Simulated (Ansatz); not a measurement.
Ideal-gas functions of HLiS, SMILES `[Li][SH]` at 600 K and 1 bar, from an Ansatz frequency run at PBE0-D4/def2-TZVP.

Molar mass 40.02 g/mol, point group Cs (symmetry number 1), electronic degeneracy 1, moments of inertia 1.737, 26.395, 28.132 u Å². Harmonic wavenumbers (cm⁻¹, unscaled): 408, 593, 2702.

Use S(trans) = R[1.5 ln M + 2.5 ln T − 1.1517]; rotational temperatures θ = 24.2544 K / I; S(rot) = R[ln(√π/σ · √(T³/θAθBθC)) + 1.5]; for each mode x = 1.438777 ν̃/T, S = R[x/(eˣ − 1) − ln(1 − e⁻ˣ)] and H = RT x/(eˣ − 1); 1 cm⁻¹ = 0.0119627 kJ/mol; R = 8.31446 J/(mol·K).

By hand: the entropy, in J/(mol·K).

Translation 169.4. Rotation: θ = 13.9634, 0.9189, 0.8622 K, giving 87.0. Vibration, mode by mode: 8.82, 6.05, 0.10, in all 15.0. Electronic 0.0. Sum 271.4 J/(mol·K).

By hand: H − E and G − E in kJ/mol, counted from the electronic energy.

Zero-point energy ½ × 3703 × 0.0119627 = 22.1; thermal vibration 5.2; translation, rotation and pV give 4 RT = 20.0. H − E = 47.3 kJ/mol, and G − E = 47.3 − 600 × 271.4/1000 = -115.5 kJ/mol.

Vibration gives 6 % of the entropy.
